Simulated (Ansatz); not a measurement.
2H MoTe2 was calculated with PBE (PAW; Ansatz, a program for electronic structure).

Settings: plane-wave cutoff 520 eV, 12×12×4 k mesh (along the axes of the cell as run), Fermi–Dirac smearing 0.01 eV, no spin polarisation, scalar-relativistic PAW data made under PBE.

Computed at the level's own relaxed cell.

Q: Estimate the equilibrium lattice constant a, c axis length, equilibrium volume per atom, smallest direct gap on the k points sampled and bulk modulus that the calculation returns.

A: 
- equilibrium lattice constant a = 3.557 Å
- c axis length = 15.342 Å
- equilibrium volume per atom = 28.19 Å³/atom
- smallest direct gap on the k points sampled = 1.03 eV
- bulk modulus = 4.86 GPa

Measured, for comparison: lattice constant a 3.518 Å, lattice parameter c 13.974 Å (300 K, not corrected to a static lattice; as tabulated in arXiv:1605.07067). Computed (rounded) less measured: lattice constant a +1.1 %, lattice parameter c +9.8 %.

Note: for a layered or molecular solid the relaxed cell lies over 5 % above the published volume, where the minimum can be shallow; the cell comes from a level without a dispersion term, which matters for the spacing of layers, chains or molecules; the bulk modulus comes from volumes at which shape and atoms were relaxed.

Spin–orbit coupling is not included; with these elements it can move the gap by several tenths of an eV or more.

Static lattice: no zero-point or thermal effects.
